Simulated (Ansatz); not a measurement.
```yaml
crystal:
  periodic: [false, false, false]
  atoms:
    - {symbol: O, position_ang: [0.300358, 1.295601, 0.308249]}
    - {symbol: P, position_ang: [-0.328472, 0.062559, -0.172506]}
    - {symbol: O, position_ang: [0.028114, -1.358160, -0.135743]}
basis:
  gaussian: {orbitals: def2-TZVPPP, point_charges: [{charge: -1.00, position_ang: [3.109, -0.698, 0.207]}]}
magnetization: {spin_polarized: true, initial_magnetization: 1}
hamiltonian: {xc: {name: BLYP}}
```

```sh
$ ansatz run in.yaml --threads 4 --pin off --events-out ev --progress --plain --max-ram 10444MiB
```

(1) How does Ansatz answer? (Estimate.)

Results:

(1) The calculation gave: The program refused the input.
```
Error: <dir> can't be read: No such file or directory (os error 2)
```
